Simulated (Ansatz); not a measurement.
# CF+ (SMILES [C+]F): B2PLYP/aug-cc-pVTZ

What is the vertical ionisation energy of CF+ at B2PLYP/aug-cc-pVTZ? 

Program for the calculation: Ansatz 0.2.0.

2 further runs of the same task are left out: 2 set aside as unsound or not needed.

## (1) Starting point

CF+ has 2 atoms, charge +1, and is taken as a singlet. As SMILES, `[C+]F`. The shape is that of a PBE0-D4/def2-TZVP optimisation.

Bond lengths: C1–F2 1.153 Å.

## (2) The energy at B2PLYP/aug-cc-pVTZ

run.yaml

```yaml
crystal:
  periodic: [false, false, false]
  atoms:
    - {symbol: C, position_ang: [0.492270, -0.160830, 0.253170]}
    - {symbol: F, position_ang: [-0.492270, 0.160830, -0.253170]}
basis:
  gaussian: {orbitals: aug-cc-pVTZ}
total_charge: 1
output: {orbitals: {seedname: orbitals}}
correlation: {frozen_orbitals: {C: 1, F: 1}}
hamiltonian: {xc: {name: B2PLYP}}
accuracy: high
```

Command:

```sh
$ ansatz run run.yaml --threads 1 --pin off --max-ram 3480MiB --events-out events.jsonl --progress --plain --runs-dir runs
```

Log:

```text
Warning: RAYON_NUM_THREADS=1 ignored (pool sized by the plan → 1); use --threads N
Functional definition: B2PLYP
  name "B2PLYP"
  parameter a = 0.53
  parameter c = 0.27
  exchange = (1 - a)*b88_x + a*exact_x
  correlation = (1 - c)*lyp_c + c*(mp2_os + mp2_ss)
1257 factors; integrals over basis functions are off by at most 3.3e-9 eV
mean field evaluation 1: about -3729.5740 eV, gradient 7.2e1 eV
mean field evaluation 2: about -3729.5742 eV, gradient 7.2e1 eV
mean field evaluation 4: about -3735.9952 eV, gradient 6.7e0 eV
mean field evaluation 8: about -3736.0782 eV, gradient 4.7e-2 eV
mean field evaluation 16: about -3736.0782 eV, gradient 4.9e-8 eV
mean field -3736.07816916 eV, -137.2983403120 hartree, gradient 5.3e-8 eV, S^2 0.000000; 0 other end points of the search recorded, 0 dependent functions left out
2 core orbitals not correlated: weight in the atoms' cores, before any rotation towards them, 1.000 or more for the frozen orbitals, at most 0.000 for the correlated occupied ones
reference -3736.07818515 eV, -137.2983408995 hartree; 5, 5 occupied and 85, 85 virtual orbitals, 1257 factors
second order -11.79120702 eV of doubles, -0.00000000 eV of singles
Total energy: -3739.26181105 eV, -137.4153369933 hartree
```

Run time: 2.5 s. Hardware: 1 thread of Arm Neoverse V2, shared host; peak memory 0.16 GiB.

## (3) Doublet [CF]2+, same level

job.yaml

```yaml
crystal:
  periodic: [false, false, false]
  atoms:
    - {symbol: C, position_ang: [0.492270, -0.160830, 0.253170]}
    - {symbol: F, position_ang: [-0.492270, 0.160830, -0.253170]}
basis:
  gaussian:
    orbitals: aug-cc-pVTZ
total_charge: 2
magnetization:
  spin_polarized: true
  initial_magnetization: 1
hamiltonian:
  xc: {name: B2PLYP}
correlation:
  frozen_orbitals: {C: 1, F: 1}
accuracy: high
output: {orbitals: {seedname: orbitals}}
```

Command:

```sh
$ ansatz run job.yaml --threads 1 --pin off --max-ram 3480MiB --events-out events.jsonl --progress --plain --runs-dir runs
```

Log (excerpt; [...] marks lines left out):

```text
Warning: RAYON_NUM_THREADS=1 ignored (pool sized by the plan → 1); use --threads N
Functional definition: B2PLYP
  name "B2PLYP"
[...]
1257 factors; integrals over basis functions are off by at most 3.3e-9 eV
[...]
mean field -3710.43515275 eV, -136.3559768405 hartree, gradient 2.7e-8 eV, S^2 0.762727; 2 other end points of the search recorded, 0 dependent functions left out
2 core orbitals not correlated: weight in the atoms' cores, before any rotation towards them, 1.000 or more for the frozen orbitals, at most 0.000 for the correlated occupied ones
reference -3710.43516653 eV, -136.3559773467 hartree; 5, 4 occupied and 85, 86 virtual orbitals, 1257 factors
second order -11.35422891 eV of doubles, -0.00000000 eV of singles
Total energy: -3713.50080834 eV, -136.4686376051 hartree
```

It took 4.5 s on 1 thread of Arm Neoverse V2, shared host; peak memory 0.24 GiB.

## (4) Results

Level: B2PLYP/aug-cc-pVTZ, 2 core orbitals frozen.

```
                                                                quantity          value
                                               singlet CF+: total energy  -137.41534 Eh
                          singlet CF+: HOMO energy (SCF part's orbitals)      -23.70 eV
                          singlet CF+: LUMO energy (SCF part's orbitals)      -10.61 eV
                        singlet CF+: HOMO–LUMO gap (SCF part's orbitals)       13.09 eV
                                            doublet [CF]2+: total energy  -136.46864 Eh
doublet [CF]2+: HOMO energy (SCF part's orbitals) (highest over α and β)      -39.33 eV
 doublet [CF]2+: LUMO energy (SCF part's orbitals) (lowest over α and β)      -27.44 eV
                                                    doublet [CF]2+: ⟨S²⟩          0.763
                    vertical ionisation energy (to the doublet dication)      25.761 eV
```

Removing an electron at fixed nuclei costs 25.76 eV (2486 kJ/mol). −ε(HOMO) before ionisation, 23.70 eV, is 2.06 eV below this ionisation energy.
